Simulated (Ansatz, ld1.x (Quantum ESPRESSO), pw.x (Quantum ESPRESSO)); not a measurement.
What a changed setting does to a pw.x run (fcc Mg)

Potential: norm-conserving Troullier–Martins (Kleinman–Bylander form), ld1.x (Quantum ESPRESSO) 7.5, PBEsol; core [Ne], reference 3s2 3p0; waves: 3s (bound): rc 2.80 bohr; 3p (bound, empty): rc 2.35 bohr; 3d channel at -0.05 Ry: rc 2.85 bohr; local part: the d channel; core correction: Bessel-smoothed model core inside 1.45 bohr.

The reference run (k-mesh 13³, cutoffs 50/200 Ry, Fermi–Dirac 0.01 Ry, mixing_beta 0.4, conv_thr 1e-9, no spin) gives -0.44 GPa at 22.729 Å³/atom, where all-electron LAPW gives -0.03 GPa. This run, with its own iteration cap, changes ecutrho/ecutwfc to 6.

```
&control
  calculation='scf', prefix='x', pseudo_dir='./', outdir='./tmp', tstress=.true., disk_io='none'
/
&system
  ibrav=0, nat=1, ntyp=1, ecutwfc=50, ecutrho=300, nbnd=8,
  occupations='smearing', smearing='fd', degauss=0.01
/
&electrons
  conv_thr=1e-09, mixing_beta=0.4, electron_maxstep=70
/
ATOMIC_SPECIES
Mg 1.0 Mg.UPF
CELL_PARAMETERS angstrom
  0.00000000 2.24827852 2.24827852
  2.24827852 0.00000000 2.24827852
  2.24827852 2.24827852 0.00000000
ATOMIC_POSITIONS crystal
Mg 0.0000 0.0000 0.0000
K_POINTS automatic
13 13 13 0 0 0
```

```bash
pw.x < Mg.scf.in > Mg.scf.out
```

Q: How does the run end?

A: It converges in 6 iterations; the free energy moves by +0.0 meV/atom and the pressure by +0.00 GPa. The result is that of the reference run.

```
Message from routine setup:
     using ibrav=0 with symmetry is DISCOURAGED, use correct ibrav instead
     lattice parameter (alat)  =       6.0085  a.u.
     unit-cell volume          =     153.3829 (a.u.)^3
     number of electrons       =         2.00
     number of Kohn-Sham states=            8
     kinetic-energy cutoff     =      50.0000  Ry
     charge density cutoff     =     300.0000  Ry
     scf convergence threshold =      1.0E-09
     Exchange-correlation= PBESOL
     number of k points=    84  Fermi-Dirac smearing, width (Ry)=  0.0100
     iteration #  1     ecut=    50.00 Ry     beta= 0.40
     total energy              =      -6.56166380 Ry
     estimated scf accuracy    <       0.00395326 Ry
     iteration #  2     ecut=    50.00 Ry     beta= 0.40
     total energy              =      -6.56111472 Ry
     estimated scf accuracy    <       0.00131149 Ry
     iteration #  3     ecut=    50.00 Ry     beta= 0.40
     total energy              =      -6.56115414 Ry
     estimated scf accuracy    <       0.00000116 Ry
     iteration #  4     ecut=    50.00 Ry     beta= 0.40
     total energy              =      -6.56115490 Ry
     estimated scf accuracy    <       0.00000015 Ry
     iteration #  5     ecut=    50.00 Ry     beta= 0.40
     total energy              =      -6.56115490 Ry
     estimated scf accuracy    <       0.00000001 Ry
     iteration #  6     ecut=    50.00 Ry     beta= 0.40
     the Fermi energy is     3.5886 ev
!    total energy              =      -6.56115490 Ry
     estimated scf accuracy    <          4.8E-10 Ry
     smearing contrib. (-TS)   =      -0.00200127 Ry
     The total energy is F=E-TS. E is the sum of the following terms:
     one-electron contribution =       1.31848886 Ry
     hartree contribution      =       0.00374629 Ry
     xc contribution           =      -5.72311124 Ry
     ewald contribution        =      -2.15827755 Ry
     convergence has been achieved in   6 iterations
          total   stress  (Ry/bohr**3)                   (kbar)     P=       -4.43
     Message from routine punch:
     Nothing written, as per user request (disk_io='none')
```

The run took about 5.9 s on one core of a shared host (Neoverse-V2, 96 threads, 371 GiB, load 54).
